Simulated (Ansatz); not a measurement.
For 2H MoTe2, PBE in Ansatz (plane waves, PAW) gives:

| Quantity | Value |
|---|---|
| lattice parameter a | 3.557 Å |
| lattice parameter c | 15.342 Å |

Problem. What does r²SCAN+rVV10 (plane waves, PAW; Ansatz, an electronic-structure program) give for the same quantities?

Solution. 
- lattice constant a: 3.542 Å (falls by 0.4 %)
- lattice parameter c: 14.176 Å (decreases by 7.6 %)

For comparison: lattice constant a 3.518 Å (measured, 300 K, no zero-point or thermal correction; as tabulated in arXiv:1605.07067); lattice parameter c 13.974 Å (measured, 300 K, not corrected to a static lattice; as tabulated in arXiv:1605.07067).

Changes are worked out from the printed values.

Unless a cell is named, each level is at its own relaxed cell (PBE 28.02, r²SCAN+rVV10 25.67 Å³/atom).

Caveats: for a layered or molecular solid the relaxed cell lies over 5 % above the published volume, where the minimum can be shallow (PBE); the cell comes from a level without a dispersion term, which matters for the spacing of layers, chains or molecules (PBE). Ansatz's density-functional and Hartree–Fock values are scalar-relativistic unless marked +SOC, with PAW data made under PBE.
